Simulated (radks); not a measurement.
**Taking charge from the 3s level of S³⁺ in fractions**

Aim: follow energy and eigenvalue as charge leaves the 3s level of S³⁺ bit by bit, and test Janak's theorem, Slater's transition state and the straight-line condition.

The numbers are computed with radks (a radial shooting solver on a logarithmic mesh, Libxc functionals) version 1 (scalar-relativistic Kohn-Sham, PBE, spin-polarised, spherical densities, point nucleus; open shells are filled with parallel spins first), except any that are marked as measured or tabulated.

## 1. What is computed

- element: sulfur (Z = 16)
- charge: +3
- electrons: 13
- configuration: [Ne] 3s(up 1, down 1) 3p1

A shell typed twice in an input gives spin up, then spin down.

## 2. Start: [Ne] 3s(up 1, down 1) 3p1

Input:

```text
Z 16
configuration [Ne] 3s1 3s1 3p1
relativity scalar-relativistic
functional pbe,pbe
spin polarised
nucleus point
c 137.035999084
```

## 3. 0.1 electron removed from 3s

Input:

```text
Z 16
configuration [Ne] 3s1 3s0.9 3p1
relativity scalar-relativistic
functional pbe,pbe
spin polarised
nucleus point
c 137.035999084
```

## 4. 0.2 electron removed from 3s

Input:

```text
Z 16
configuration [Ne] 3s1 3s0.8 3p1
relativity scalar-relativistic
functional pbe,pbe
spin polarised
nucleus point
c 137.035999084
```

## 5. 0.3 electron removed from 3s

Input:

```text
Z 16
configuration [Ne] 3s1 3s0.7 3p1
relativity scalar-relativistic
functional pbe,pbe
spin polarised
nucleus point
c 137.035999084
```

## 6. 0.4 electron removed from 3s

Input:

```text
Z 16
configuration [Ne] 3s1 3s0.6 3p1
relativity scalar-relativistic
functional pbe,pbe
spin polarised
nucleus point
c 137.035999084
```

## 7. 0.5 electron removed from 3s

Input:

```text
Z 16
configuration [Ne] 3s1 3s0.5 3p1
relativity scalar-relativistic
functional pbe,pbe
spin polarised
nucleus point
c 137.035999084
```

## 8. 0.6 electron removed from 3s

Input:

```text
Z 16
configuration [Ne] 3s1 3s0.4 3p1
relativity scalar-relativistic
functional pbe,pbe
spin polarised
nucleus point
c 137.035999084
```

## 9. 0.7 electron removed from 3s

Input:

```text
Z 16
configuration [Ne] 3s1 3s0.3 3p1
relativity scalar-relativistic
functional pbe,pbe
spin polarised
nucleus point
c 137.035999084
```

## 10. 0.8 electron removed from 3s

Input:

```text
Z 16
configuration [Ne] 3s1 3s0.2 3p1
relativity scalar-relativistic
functional pbe,pbe
spin polarised
nucleus point
c 137.035999084
```

## 11. 0.9 electron removed from 3s

Input:

```text
Z 16
configuration [Ne] 3s1 3s0.1 3p1
relativity scalar-relativistic
functional pbe,pbe
spin polarised
nucleus point
c 137.035999084
```

## 12. 1 electron removed from 3s

Input:

```text
Z 16
configuration [Ne] 3s1 3s0 3p1
relativity scalar-relativistic
functional pbe,pbe
spin polarised
nucleus point
c 137.035999084
```

What does the calculation give? Wanted: for each run, removed; E − E(0); eigenvalue.

The runs gave:

| removed (e) | E − E(0) (eV) | eigenvalue (eV) |
| --- | --- | --- |
| 0 | 0.000 | -51.298 |
| 0.1 | 5.192 | -52.549 |
| 0.2 | 10.509 | -53.799 |
| 0.3 | 15.951 | -55.048 |
| 0.4 | 21.518 | -56.297 |
| 0.5 | 27.211 | -57.551 |
| 0.6 | 33.028 | -58.815 |
| 0.7 | 38.974 | -60.101 |
| 0.8 | 45.049 | -61.421 |
| 0.9 | 51.258 | -62.745 |

The trapezoid integral of minus the eigenvalue gives 51.260 eV over the range, against 51.258 eV from the energies (Janak's theorem; approximate here, since the scalar-relativistic density holds large components alone). The eigenvalue moves by 12.7 eV per electron.
